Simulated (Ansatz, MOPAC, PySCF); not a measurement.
Process, species as SMILES: C[N]([GeH3])C [N-germyl-N-methylmethanamine] → C[N][GeH3] + [CH3] (CH3) (the C-N bond breaks)

Property: bond dissociation energy (enthalpy at 298 K), in kcal/mol. Set-up: dispersion terms only where a functional's name holds one; LANL2DZ with its own core potentials from Na on; spin-orbit terms left out; frozen cores in correlated levels (noble-gas shells and the d and f shells of earlier blocks); non-relativistic; 6-31G* and kin with 6d, 5d where marked; UHF or UKS for open shells. First-principles rows: single points at B3LYP-D3(BJ) geometries (Ansatz, an electronic-structure program), with unscaled harmonic terms from B3LYP/6-31G* (LANL2DZ past Ar) (Ansatz) at its own minima. Semi-empirical rows: MOPAC heats of formation at their own minima for 298 K.

| level | program | bond dissociation energy (enthalpy at 298 K) (kcal/mol) |
|---|---|---|
| PM6 | MOPAC | 61.9 |
| HF/STO-3G | Ansatz | 64.8 |
| SVWN5/6-31G* | Ansatz | 103.3 |
| PBE/def2-SVP | Ansatz | 83.9 |
| BLYP/6-31G* | Ansatz | 74.4 |
| BLYP/6-31G* with LANL2DZ past Ar | Ansatz | 75.7 |
| BP86/def2-SVP | PySCF | 81.0 |
| B3LYP/6-31G* with LANL2DZ past Ar | Ansatz | 77.7 |
| M06-2X/6-31G* with LANL2DZ past Ar (5d) | PySCF | 88.5 |
| MP2/STO-3G | Ansatz | 86.1 |
| PBE0/def2-TZVPD | Ansatz | 78.1 |

No value to compare with is used here. The 10 habitual levels span 61.9 (PM6) to 103.3 kcal/mol (SVWN5/6-31G*); PBE0/def2-TZVPD gives 78.1.

The levels are drawn from those run, B3LYP/6-31G* more often than the rest, none by its result; left out are runs that failed, that the program found above a lower state of the same kind, or whose <S^2> lies over 0.5 above the pure value.
